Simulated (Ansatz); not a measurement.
Reaction (atomization): `CCCCl` → 3 C• + Cl• + 7 H•

Gas-phase electronic energies from Ansatz, PBE0-D4/def2-TZVP geometries. CCSD(T)/CBS adds triple-zeta CCSD(T) − MP2 to the extrapolated MP2 energy (def2 sets, frozen cores). This one scheme is used for every species, atoms too. DFT in def2-TZVPP. HSE06 is defined as in plane-wave codes. Open shells (•) are unrestricted, without spin–orbit coupling. Spin–orbit coupling would lower the free atoms: a little for C, Cl. One conformer a species, not always the lowest.

`CCCCl`:

Z-matrix (Å, degrees):
```
C
C 1 1.517
H 1 1.091 2 111.0
H 1 1.092 2 111.0 3 120.1
H 1 1.094 2 111.1 3 -120.0
C 2 1.511 1 114.0 3 61.1
H 2 1.094 1 110.4 3 -61.9
H 2 1.097 1 109.9 3 -179.2
Cl 6 1.790 2 112.2 1 -64.7
H 6 1.089 2 111.6 1 176.4
H 6 1.091 2 111.6 1 54.3
```

```tsv
level	ΔE (kcal/mol)
r2SCAN-D4	988.8
HSE06-D4	993.9
PBE-QIDH	986.2
PBE	999.4
r2SCAN	987.7
MP2/def2-SVP	950.1
CCSD/def2-TZVPP	953.5
HF/def2-QZVPP	746.5
```

What does CCSD(T)/CBS give? (Best estimate.)

Computed: +986.7 kcal/mol. The listed levels differ from it by 2.1, 7.2, -0.5, 12.7, 1.0, -36.6, -33.2, -240.2 kcal/mol.

Largest T1 diagnostic among the species: 0.009.

In def2-TZVPP, CCSD(T) changes the Hartree–Fock value by +219.5 kcal/mol (the triples alone add +11.8 kcal/mol) and MP2 by +229.0 kcal/mol; breaking electron pairs costs correlation energy, which Hartree–Fock lacks. From r2SCAN to r2SCAN0 (25 % exact exchange), in def2-TZVPP and without D4, ΔE moves by −8.4 kcal/mol: exact exchange takes away binding that semilocal exchange gives to molecules.

For atomizations the MP2-based limit and the directly extrapolated one differ by several kJ/mol either way, and by 10 to 25 for some Ge, Se and Sn compounds, so smaller differences from it don't rank the levels.
